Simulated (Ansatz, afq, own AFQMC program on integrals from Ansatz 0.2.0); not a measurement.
# SiH4F (doublet): quantum Monte Carlo beside coupled cluster at distance Si1–H5 along a hydrogen transfer = 1.818 Å, cc-pVTZ

Aim: compute SiH4F (doublet) with auxiliary-field quantum Monte Carlo on the same integrals as coupled cluster, and set the energies side by side.

Computed with Ansatz 0.2.0, Gaussian basis, and an in-house AFQMC program (afq) on its integrals; all values are calculated. Level: cc-pVTZ, frozen cores.

Plan: PBE (unrestricted); r2SCAN (unrestricted); PBE0 (unrestricted); B3LYP (unrestricted); CCSD(T) on UHF; wB97M-V (unrestricted); B2PLYP (unrestricted); Phaseless AFQMC, CISD trial on UHF.

### 1 The system

The geometry derives from fragments relaxed apart (PBE0/def2-TZVP) and kept rigid, so it is no stationary point. A hydrogen atom is moved between rigid fragments.

6 atoms, charge 0, spin multiplicity 2.

Atoms are counted from 1 here; the program's logs count them from 0.

Bond lengths: Si1–H2 1.485 Å, Si1–H3 1.485 Å, Si1–H4 1.485 Å, H5–F6 0.900 Å. Angles: H2–Si1–H3 109.5°, H2–Si1–H4 109.5°, H3–Si1–H4 109.5°.

### 2 PBE (unrestricted)

in.yaml reads:

```yaml
crystal:
  periodic: [false, false, false]
  atoms:
    - {symbol: Si, position_ang: [-1.016786, 0.000000, 0.000000]}
    - {symbol: H, position_ang: [-1.511658, 1.399708, 0.000000]}
    - {symbol: H, position_ang: [-1.511657, -0.699854, 1.212183]}
    - {symbol: H, position_ang: [-1.511658, -0.699854, -1.212183]}
    - {symbol: H, position_ang: [0.801214, 0.000000, 0.000000]}
    - {symbol: F, position_ang: [1.701214, 0.000000, 0.000000]}
basis:
  gaussian: {orbitals: cc-pVTZ}
magnetization: {spin_polarized: true, initial_magnetization: 1}
hamiltonian: {xc: {name: PBE}}
output: {orbitals: {seedname: orbitals}}
```

Command:

```bash
ansatz run in.yaml --threads 1 --pin off --events-out ev --progress --plain --max-ram 8192MiB --backend cpu
```

Output:

```text
Functional definition: PBE
  name "PBE"
  cite "Perdew, Burke & Ernzerhof, Phys. Rev. Lett. 77, 3865 (1996) doi:10.1103/PhysRevLett.77.3865"
  parent pbe
  parameter kappa = 0.804
  parameter beta = 0.06672455060314922
  exchange = pbe_x(kappa = kappa, mu = beta*pi^2/3)
  correlation = pbe_c(beta = beta)
661 factors; their error is unknown
mean field evaluation 1: about -10649.9223 eV, gradient 2.5e1 eV
mean field evaluation 2: about -10645.3661 eV, gradient 4.9e1 eV
mean field evaluation 4: about -10651.9745 eV, gradient 8.4e-1 eV
mean field evaluation 8: about -10651.9483 eV, gradient 1.2e-1 eV
mean field evaluation 16: about -10651.9484 eV, gradient 1.3e-5 eV
mean field -10651.94836099 eV, -391.4518821164 hartree, gradient 1.3e-5 eV, S^2 0.752585; 0 other end points of the search recorded, 0 dependent functions left out
reference -10651.94839506 eV, -391.4518833685 hartree; 14, 13 occupied and 106, 107 virtual orbitals, 661 factors
Total energy: -10651.94839506 eV, -391.4518833685 hartree
```

It took 1.8 s on 1 thread of AMD EPYC 7R13 (Zen 3), shared host; peak memory 2.1 GiB.

From the report: ⟨S²⟩ of the determinant 0.753 (pure doublet: 0.75).

### 3 r2SCAN (unrestricted)

Changes to in.yaml since step 2:

```diff
@@ -12,3 +12,2 @@
 magnetization: {spin_polarized: true, initial_magnetization: 1}
-hamiltonian: {xc: {name: PBE}}
-output: {orbitals: {seedname: orbitals}}
+hamiltonian: {xc: {name: r2SCAN}}
```

Same command.

Output:

```text
Functional definition: r2SCAN
  name "r2SCAN"
  cite "Furness, Kaplan, Ning, Perdew & Sun, J. Phys. Chem. Lett. 11, 8208 (2020) doi:10.1021/acs.jpclett.0c02405"
  cite "Furness, Kaplan, Ning, Perdew & Sun, J. Phys. Chem. Lett. 11, 9248 (2020) doi:10.1021/acs.jpclett.0c03077"
  parent r2scan
  parameter k0 = 0.174
  parameter k1 = 0.065
  parameter a1 = 4.9479
  exchange = r2scan_x(k0 = k0, k1 = k1, a1 = a1)
  correlation = r2scan_c
661 factors; their error is unknown
mean field evaluation 1: about -10655.3022 eV, gradient 2.4e1 eV
mean field evaluation 2: about -10652.7127 eV, gradient 4.0e1 eV
mean field evaluation 4: about -10657.0228 eV, gradient 6.4e-1 eV
mean field evaluation 8: about -10656.9939 eV, gradient 1.3e-1 eV
mean field evaluation 16: about -10656.9939 eV, gradient 2.2e-5 eV
mean field -10656.99391298 eV, -391.6373027322 hartree, gradient 2.2e-5 eV, S^2 0.755239; 0 other end points of the search recorded, 0 dependent functions left out
reference -10656.99392419 eV, -391.6373031441 hartree; 14, 13 occupied and 106, 107 virtual orbitals, 661 factors
Total energy: -10656.99392419 eV, -391.6373031441 hartree
```

Run time: 3.5 s. Hardware: 1 thread of AMD EPYC 7R13 (Zen 3), shared host; peak memory 2.1 GiB.

From the report: ⟨S²⟩ of the determinant 0.755 (pure doublet: 0.75).

### 4 PBE0 (unrestricted)

Changes to in.yaml since step 3:

```diff
@@ -12,2 +12,3 @@
 magnetization: {spin_polarized: true, initial_magnetization: 1}
-hamiltonian: {xc: {name: r2SCAN}}
+hamiltonian: {xc: {name: PBE0}}
+output: {orbitals: {seedname: orbitals}}
```

Same command.

Output:

```text
Functional definition: PBE0
  name "PBE0"
  cite "Adamo & Barone, J. Chem. Phys. 110, 6158 (1999) doi:10.1063/1.478522"
  cite "Perdew, Burke & Ernzerhof, Phys. Rev. Lett. 77, 3865 (1996) doi:10.1103/PhysRevLett.77.3865"
  parent pbe
  parameter a = 0.25
  parameter kappa = 0.804
  parameter beta = 0.06672455060314922
  exchange = (1 - a)*pbe_x(kappa = kappa, mu = beta*pi^2/3) + a*exact_x
  correlation = pbe_c(beta = beta)
670 factors; their error is unknown
mean field evaluation 1: about -10651.3548 eV, gradient 2.2e1 eV
mean field evaluation 2: about -10650.0110 eV, gradient 3.3e1 eV
mean field evaluation 4: about -10652.7877 eV, gradient 3.5e-1 eV
mean field evaluation 8: about -10652.8224 eV, gradient 5.4e-3 eV
mean field evaluation 16: about -10652.8224 eV, gradient 3.5e-5 eV
mean field -10652.82237416 eV, -391.4840015079 hartree, gradient 3.5e-5 eV, S^2 0.753107; 0 other end points of the search recorded, 0 dependent functions left out
reference -10652.82239994 eV, -391.4840024554 hartree; 14, 13 occupied and 106, 107 virtual orbitals, 670 factors
Total energy: -10652.82239994 eV, -391.4840024554 hartree
```

Run time: 2.2 s. Hardware: 1 thread of AMD EPYC 7R13 (Zen 3), shared host; peak memory 2.1 GiB.

From the report: ⟨S²⟩ of the determinant 0.753 (pure doublet: 0.75).

### 5 B3LYP (unrestricted)

Changes to in.yaml since step 4:

```diff
@@ -12,3 +12,2 @@
 magnetization: {spin_polarized: true, initial_magnetization: 1}
-hamiltonian: {xc: {name: PBE0}}
-output: {orbitals: {seedname: orbitals}}
+hamiltonian: {xc: {name: B3LYP}}
```

Same command.

Output:

```text
Functional definition: B3LYP
  name "B3LYP"
  cite "Stephens, Devlin, Chabalowski & Frisch, J. Phys. Chem. 98, 11623 (1994) doi:10.1021/j100096a001"
  cite "Becke, Phys. Rev. A 38, 3098 (1988) doi:10.1103/PhysRevA.38.3098"
  cite "Lee, Yang & Parr, Phys. Rev. B 37, 785 (1988) doi:10.1103/PhysRevB.37.785"
  cite "Vosko, Wilk & Nusair, Can. J. Phys. 58, 1200 (1980) doi:10.1139/p80-159"
  parameter a0 = 0.2
  parameter ax = 0.72
  parameter ac = 0.81
  exchange = (1 - a0 - ax)*slater_x + ax*b88_x + a0*exact_x
  correlation = (1 - ac)*vwn_rpa_c + ac*lyp_c
670 factors; their error is unknown
mean field evaluation 1: about -10657.9195 eV, gradient 2.4e1 eV
mean field evaluation 2: about -10655.7708 eV, gradient 3.8e1 eV
mean field evaluation 4: about -10659.6270 eV, gradient 4.4e-1 eV
mean field evaluation 8: about -10659.6487 eV, gradient 4.7e-3 eV
mean field -10659.64868901 eV, -391.7348639516 hartree, gradient 2.4e-5 eV, S^2 0.752150; 0 other end points of the search recorded, 0 dependent functions left out
reference -10659.64890613 eV, -391.7348719306 hartree; 14, 13 occupied and 106, 107 virtual orbitals, 670 factors
Total energy: -10659.64890613 eV, -391.7348719306 hartree
```

It took 2 s on 1 thread of AMD EPYC 7R13 (Zen 3), shared host; peak memory 2.1 GiB.

From the report: ⟨S²⟩ of the determinant 0.752 (pure doublet: 0.75).

### 6 CCSD(T) on UHF

Changes to in.yaml since step 5:

```diff
@@ -12,2 +12,2 @@
 magnetization: {spin_polarized: true, initial_magnetization: 1}
-hamiltonian: {xc: {name: B3LYP}}
+correlation: {method: ccsd_t, electrons: outside_noble_gas, hamiltonian_folder: ham}
```

Command:

```bash
ansatz run in.yaml --threads 1 --pin off --events-out ev --progress --plain --max-ram 24576MiB --backend cuda --devices 0, --max-vram 18GiB
```

Output, cut to the lines that bear on the results:

```text
Functional definition: HF
  name "HF"
  cite "Fock, Z. Phys. 61, 126 (1930) doi:10.1007/BF01340294"
  parent pbe
[...]
699 factors; integrals over basis functions are off by at most 1.4e-3 eV
[...]
mean field -10630.71610943 eV, -390.6716112634 hartree, gradient 2.8e-6 eV, S^2 0.756835; 0 other end points of the search recorded, 0 dependent functions left out
6 core orbitals not correlated: weight in the atoms' cores, before any rotation towards them, 1.000 or more for the frozen orbitals, at most 0.000 for the correlated occupied ones
reference -10630.71610943 eV, -390.6716112634 hartree; 8, 7 occupied and 106, 107 virtual orbitals, 699 factors
second order -10.78232889 eV of doubles, -0.00000000 eV of singles
cycle   1  -11.18432323 eV  change   -4.0e-1 eV  update   7.1e-2
[...]
cycle  10  -11.53408953 eV  change    6.2e-6 eV  update   8.7e-6
perturbative correction -0.30113064 eV, -0.0110663467 hartree
Total energy: -10642.55132960 eV, -391.1065475824 hartree
```

Wall time 12 s (1 × NVIDIA H100 80GB HBM3 with 1 thread of AMD EPYC 7R13 (Zen 3), shared host); peak host memory 2.1 GiB.

From the report: ⟨S²⟩ of the determinant 0.757 (pure doublet: 0.75); correlation -11.8352 eV; T1 0.013; largest double amplitude 0.03.

This run also writes the integrals to the folder ham.

### 7 wB97M-V (unrestricted)

Changes to in.yaml since step 6:

```diff
@@ -12,2 +12,3 @@
 magnetization: {spin_polarized: true, initial_magnetization: 1}
-correlation: {method: ccsd_t, electrons: outside_noble_gas, hamiltonian_folder: ham}
+hamiltonian: {xc: {name: wB97M-V}}
+output: {orbitals: {seedname: orbitals}}
```

Command:

```bash
ansatz run in.yaml --threads 1 --pin off --events-out ev --progress --plain --max-ram 8192MiB --backend cpu
```

Output, cut to the lines that bear on the results:

```text
Functional definition: wB97M-V
  name "wB97M-V"
  cite "Mardirossian & Head-Gordon, J. Chem. Phys. 144, 214110 (2016) doi:10.1063/1.4952647"
  cite "Becke, J. Chem. Phys. 107, 8554 (1997) doi:10.1063/1.475007"
  cite "Vydrov & Van Voorhis, J. Chem. Phys. 133, 244103 (2010) doi:10.1063/1.3521275"
  # Of w^i u^j: cxij and so on, Table III.
[...]
  gx(w, u) = 1 - cx + cx01*u + cx10*w
  gss(w, u) = css00 + css04*u^4 + css10*w + css20*w^2 + css43*w^4*u^3
  gos(w, u) = cos00 + cos10*w + (cos20 + cos21*u)*w^2 + (cos60 + cos61*u)*w^6
[...]
      + integral(e_c_pw_mod_opposite_spin*gos(b97_w_opposite, b97_u_opposite)) + vv10(b, c)
670 factors; their error is unknown
163 factors; integrals over basis functions are off by at most 1.2e-5 eV
[...]
mean field -10656.96360523 eV, -391.6361889429 hartree, gradient 5.3e-5 eV, S^2 0.751304; 0 other end points of the search recorded, 0 dependent functions left out
reference -10656.96364283 eV, -391.6361903247 hartree; 14, 13 occupied and 106, 107 virtual orbitals, 670 factors
Total energy: -10656.96364283 eV, -391.6361903247 hartree
```

Run time: 6.5 s. Hardware: 1 thread of AMD EPYC 7R13 (Zen 3), shared host; peak memory 2.1 GiB.

From the report: ⟨S²⟩ of the determinant 0.751 (pure doublet: 0.75).

### 8 B2PLYP (unrestricted)

Changes to in.yaml since step 7:

```diff
@@ -12,3 +12,3 @@
 magnetization: {spin_polarized: true, initial_magnetization: 1}
-hamiltonian: {xc: {name: wB97M-V}}
-output: {orbitals: {seedname: orbitals}}
+hamiltonian: {xc: {name: B2PLYP}}
+correlation: {electrons: outside_noble_gas}
```

Launched as before.

Output, cut to the lines that bear on the results:

```text
Functional definition: B2PLYP
  name "B2PLYP"
  cite "Grimme, J. Chem. Phys. 124, 034108 (2006) doi:10.1063/1.2148954"
  cite "Becke, Phys. Rev. A 38, 3098 (1988) doi:10.1103/PhysRevA.38.3098"
  cite "Lee, Yang & Parr, Phys. Rev. B 37, 785 (1988) doi:10.1103/PhysRevB.37.785"
[...]
699 factors; integrals over basis functions are off by at most 1.4e-3 eV
[...]
mean field -10650.49699202 eV, -391.3985452904 hartree, gradient 4.6e-6 eV, S^2 0.753808; 0 other end points of the search recorded, 0 dependent functions left out
6 core orbitals not correlated: weight in the atoms' cores, before any rotation towards them, 1.000 or more for the frozen orbitals, at most 0.000 for the correlated occupied ones
reference -10650.49712984 eV, -391.3985503554 hartree; 8, 7 occupied and 106, 107 virtual orbitals, 699 factors
second order -12.84896515 eV of doubles, -0.00000000 eV of singles
Total energy: -10653.96635043 eV, -391.5260418605 hartree
```

Wall time 3 s (1 thread of AMD EPYC 7R13 (Zen 3), shared host); peak memory 2.1 GiB.

From the report: ⟨S²⟩ of the determinant 0.754 (pure doublet: 0.75).

### 9 Phaseless AFQMC, CISD trial on UHF

It reads the integrals that the CCSD(T) run on this determinant wrote.

Command:

```bash
afq ham --method phaseless --trial cisd --walkers 600 --populations 10 --least-time 60 --time-step 0.005 --steps-per-block 50 --equilibration-blocks 28 --max-blocks 4000 --target-error 0.00023 --factor-cut 1e-05 --start spin_pure --seed 8747 --release-times 0.24,0.51,0.99,1.5 --release-step 0.03 --release-every 4 --taylor-order 6
```

Output:

```text
orbitals 114  electrons 8 7  factors 695 of 699
reference energy -390.67161126 Eh
CCSD correlation -0.42387025 Eh in 12 cycles, weight of the determinant in the CISD state 0.8788
energy of the start -391.095155 Eh
 block  time / (1/Eh)  mean weight  energy / Eh
     1     0.250  1.0000  -391.092358
     2     0.500  0.9980  -391.097192
     3     0.750  1.0010  -391.100967
     4     1.000  1.0001  -391.102420
     5     1.250  0.9990  -391.104497
     6     1.500  1.0000  -391.104610
     7     1.750  0.9998  -391.105833
     8     2.000  0.9995  -391.103671
     9     2.250  1.0012  -391.104042
    10     2.500  0.9993  -391.104694
    13     3.250  1.0019  -391.111448
    17     4.250  1.0016  -391.109029
    21     5.250  1.0005  -391.109529
    25     6.250  0.9992  -391.105901
    29     7.250  0.9996  -391.104552
    33     8.250  0.9999  -391.105824
    37     9.250  1.0001  -391.107640
    41    10.250  0.9994  -391.106797
    45    11.250  0.9984  -391.107854
    49    12.250  0.9997  -391.106729
    53    13.250  0.9993  -391.107113
    57    14.250  0.9995  -391.108645
    61    15.250  0.9989  -391.108318
    65    16.250  1.0004  -391.106117
    69    17.250  1.0000  -391.107171
    73    18.250  1.0007  -391.106841
    77    19.250  1.0010  -391.106214
    81    20.250  1.0005  -391.107244
    85    21.250  1.0008  -391.107260
    89    22.250  0.9987  -391.106726
    93    23.250  0.9994  -391.106890
    97    24.250  1.0010  -391.106469
   101    25.250  0.9993  -391.110881
   105    26.250  0.9994  -391.104476
   109    27.250  1.0000  -391.106480
   113    28.250  0.9993  -391.104648
   117    29.250  0.9995  -391.105146
   121    30.250  1.0007  -391.115216
   125    31.250  0.9985  -391.107422
   129    32.250  1.0001  -391.104501
   133    33.250  0.9996  -391.109255
   137    34.250  1.0012  -391.106033
   141    35.250  0.9999  -391.106060
   145    36.250  1.0019  -391.107323
   149    37.250  0.9986  -391.106452
   153    38.250  0.9999  -391.105694
   157    39.250  1.0008  -391.107482
   161    40.250  1.0016  -391.105513
   165    41.250  1.0000  -391.108829
error from the spread of 10 populations
released: time / (1/Eh)  energy / Eh  error  mean overlap
  0.24  -391.107526  0.000266  0.9957
  0.51  -391.107608  0.000240  0.9859
  0.99  -391.108010  0.000306  0.9704
  1.50  -391.108664  0.000495  0.9456
energy -391.107077 +/- 0.000207 Eh
```

Run time: 1.8 min. Hardware: 1 × NVIDIA H100 80GB HBM3 with 2 threads of AMD EPYC 7R13 (Zen 3), shared host; peak host memory 2.1 GiB.

Energy -10642.5657 ± 0.0056 eV. Caveats: constraint bias not in the error.

### 10 All levels side by side

On the UHF determinant, counted from CCSD(T) (a yardstick, not exact):

| level | energy (eV) | from CCSD(T) (kJ/mol) | statistical error (kJ/mol) | time |
| --- | --- | --- | --- | --- |
| HF | -10630.7161 | +1141.9 |  |  |
| MP2 | -10641.4984 | +101.6 |  |  |
| CCSD | -10642.2502 | +29.1 |  |  |
| CCSD(T) | -10642.5513 | 0.0 |  |  |
| Phaseless AFQMC, CISD trial, step 0.005, 600 walkers | -10642.5657 | -1.4 | 0.5 | 1.8 min |

The functionals' totals stand on their own zeros and serve differences with other points: PBE -10651.948 eV; r2SCAN -10656.994 eV; PBE0 -10652.822 eV; B3LYP -10659.649 eV; wB97M-V -10656.964 eV; B2PLYP -10653.966 eV.

### 11 Summary of results

```
                                       quantity              value
Phaseless AFQMC, CISD trial on UHF from CCSD(T)  -1.4 ± 0.5 kJ/mol
```

In words: On UHF the phaseless walk with the CISD trial lies -1.4 kJ/mol from CCSD(T), within three error bars. Error bars are statistical and leave out the constraint, the time step and what remains of the start.
